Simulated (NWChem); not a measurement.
**Total energies of Li**

```
Li
```
Charge 0, spin multiplicity 2.

The numbers come from NWChem runs, not from measurements.

Basis set: cc-pVQZ (55 functions).

```
method                         total energy (Ha)
-----------------------------  -----------------
UHF                                     -7.43272
UMP2                                    -7.44736
UB2PLYP                                 -7.47371
UPBE                                    -7.46116
UB3LYP                                  -7.49222
ULC-wPBE (omega 0.3 per bohr)           -7.46632
```

Total energies of different functionals aren't comparable as a measure of quality: only differences taken within one method are. 

The correlated methods freeze no orbitals. B3LYP has NWChem's definition, with VWN1-RPA local correlation. No SCF solution was tested for a lower state. Open-shell Hartree-Fock references start from PBE0 orbitals.
